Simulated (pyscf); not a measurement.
A first-order saddle from PySCF, ωB97X-D3(BJ)/def2-SVP:

```xyz
4

Au     0.6270     1.7337     0.1926
H      0.0471     0.4794    -1.3009
F      0.4652    -0.3752     0.7202
H      0.1574    -0.0827    -0.5859
```

Surface: singlet, charge 0. Lowest wavenumbers (cm⁻¹): 1227i, 481, 593, 1092, 1341.

Q: What reaction is this the transition state of?

A: AuH + HF ⇌ F–Au + H₂, a four-centre exchange read from left to right: Au–H, F–H broken and Au–F, H–H formed. At ωB97M-D3(BJ)/def2-TZVP it lies +2.05 eV from the left side and +0.72 eV from the right (each side as separated species at their lowest minima found). On the reactant side the descent ends in a bound adduct, 0.43 eV under the separated species and 2.42 eV under the saddle at ωB97X-D3(BJ)/def2-TZVP. The products may also form a dative adduct at F–Au; it and routes through it were not searched. At the saddle there is also a short Au–H contact that neither side keeps. This is the saddle that the search found; another between the same sides may lie lower. Elements past Kr carry the def2 core potentials, without spin-orbit coupling.
